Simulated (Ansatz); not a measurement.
# HfB, sextet: from triple and quadruple zeta to the limit

```yaml
atoms:
  - { symbol: Hf, position_ang: [0.0000, 0.0000, 0.0000] }
  - { symbol: B, position_ang: [0.0000, 0.0000, 2.1360] }
```

Ansatz 0.2.0, UHF determinant, valence electrons correlated, core potentials past Kr. Energies in eV.

```csv
set,X,functions,Hartree–Fock,MP2 correlation,CCSD(T) correlation,time
def2-TZVPP,3,87,-1958.0838,-3.1435,-3.8919,"39 s on 1 × NVIDIA H100 80GB HBM3 with 1 thread of AMD EPYC 7R13 Processor (Zen 3), with other jobs on the host"
def2-QZVPP,4,138,-1958.1301,-3.3104,-4.0301,68 s on 1 × NVIDIA H100 80GB HBM3 with 1 thread of AMD EPYC 7R13 Processor (Zen 3) (shared host)
```

Hartree–Fock is taken to follow E(X) = E∞ + A·exp(−7.88·√X), correlation E(X) = E∞ + B·X^−2.97.

Cautions: no spin-orbit coupling; outer-core shells of the metal frozen; another spin lies lower; raised T1 diagnostic.

Work out the CCSD(T) energy at the limit, and how far the shortcut misses it that extrapolates MP2 and adds CCSD(T) minus MP2 from the smaller set.

Hartree–Fock: E∞ = E4 + 0.1377·(E4 − E3) = -1958.1365. Correlation: E∞ = E4 + 0.7407·(E4 − E3) = -4.1325 for CCSD(T) and -3.4339 for MP2. The limit is -1962.2689 eV, 0.109 eV below def2-QZVPP. The shortcut gives a correlation energy of -3.4339 + (-0.7484) = -4.1824, 50 meV lower than the direct value.

The exponents were fitted on light atoms, and def2 sets of heavy atoms don't grow evenly, so the limit is rough here.
